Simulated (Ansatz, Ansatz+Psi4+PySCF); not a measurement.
```yaml
atoms:
  - { symbol: C, position_ang: [0.0000, 0.0000, 0.0000] }
  - { symbol: C, position_ang: [0.0000, 0.0000, 1.3112] }
  - { symbol: C, position_ang: [0.0000, 0.0000, -1.3112] }
  - { symbol: H, position_ang: [0.0000, 0.9268, 1.8766] }
  - { symbol: H, position_ang: [0.0000, -0.9268, 1.8766] }
  - { symbol: H, position_ang: [0.9268, 0.0000, -1.8766] }
  - { symbol: H, position_ang: [-0.9268, 0.0000, -1.8766] }
```

Basis set: cc-pVTZ (spherical functions). Frozen core: 3 orbitals. Charge 0, multiplicity 1.

Computed with Ansatz (development build ahead of 0.2.0); free ground-state atoms in the same class of orbitals, no zero-point energy, no relativity.

The atomization energy of singlet C3H4 from measured heats of formation, zero-point and thermal terms removed is 30.496 eV (G2/97 set, Curtiss et al., J. Chem. Phys. 106, 1063 (1997), as shipped with ASE); it holds spin-orbit and other relativistic effects.

Question: How far do RHF-MP2, RHF miss it in this basis?

Answer:

| method | atomization energy (eV) | computed − measured (eV) |
| --- | --- | --- |
| RHF-MP2 | 30.155 | -0.341 |
| RHF | 23.008 | -7.488 |
